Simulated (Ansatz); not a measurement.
Species: C2H2Cl, charge 0, doublet. C2H2Cl (SMILES C=[C]Cl, doublet).
B3LYP-D3(BJ)/def2-TZVP minimum from Ansatz (a program for electronic structure):
```xyz
5

C      0.0924     0.6987    -0.0099
C      1.3520     1.0534    -0.0189
Cl    -0.7322    -0.7609     0.0128
H      2.1572     0.3219    -0.0114
H      1.6238     2.1015    -0.0342
```
Charge 0, spin multiplicity 2.

Total energies in hartree (Ansatz). UHF or UKS for unpaired electrons; spin-orbit terms are left out. Cores are frozen in correlated methods. No relativity. For partners of very few electrons the exact lower level stands in for a higher one. The UHF reference of C2H2Cl (C=[C]Cl, doublet) is spin-contaminated (<S^2> up to 0.21 over the pure value in the sets run).

```tsv
species	HF/cc-pV(T+d)Z	CCSD(T)/cc-pV(T+d)Z	HF/cc-pV(Q+d)Z	CCSD(T)/cc-pV(Q+d)Z	CCSD(T)/cc-pV(D+d)Z	CCSDT(Q)/cc-pV(D+d)Z
1: C2H2Cl (SMILES C=[C]Cl, doublet)	-536.36027	-536.89388	-536.36887	-536.93855	-536.74620	-536.74887
2: C (triplet)	-37.69157	-37.78076	-37.69331	-37.78654	-37.76038	-37.76071
3: Cl (doublet)	-459.48556	-459.67356	-459.48916	-459.69449	-459.60403	-459.60445
4: H (doublet)	-0.49981	-0.49981	-0.49995	-0.49995	-0.49928	-0.49928
```

Q: Work out the atomisation energy (electronic, to ground-state atoms) in kcal/mol: take Hartree-Fock from cc-pV(Q+d)Z, extrapolate the CCSD(T) correlation energy as X^-3 (X = 3, 4), and add CCSDT(Q) - CCSD(T) in cc-pV(D+d)Z. 1 hartree = 627.51 kcal/mol.

A: 
Species 1: correlation (64·(-0.56968) - 27·(-0.53361))/37 = -0.59600; step -0.00267; E1 = -536.36887 + (-0.59600) + (-0.00267) = -536.96754
Species 2: correlation (64·(-0.09323) - 27·(-0.08919))/37 = -0.09618; step -0.00033; E2 = -37.69331 + (-0.09618) + (-0.00033) = -37.78982
Species 3: correlation (64·(-0.20533) - 27·(-0.18800))/37 = -0.21798; step -0.00042; E3 = -459.48916 + (-0.21798) + (-0.00042) = -459.70756
Species 4: correlation (64·(0.00000) - 27·(0.00000))/37 = 0.00000; step +0.00000; E4 = -0.49995 + (0.00000) + (+0.00000) = -0.49995
-1·E1 +2·E2 +1·E3 +2·E4 = 0.68044 hartree = 427.0 kcal/mol.
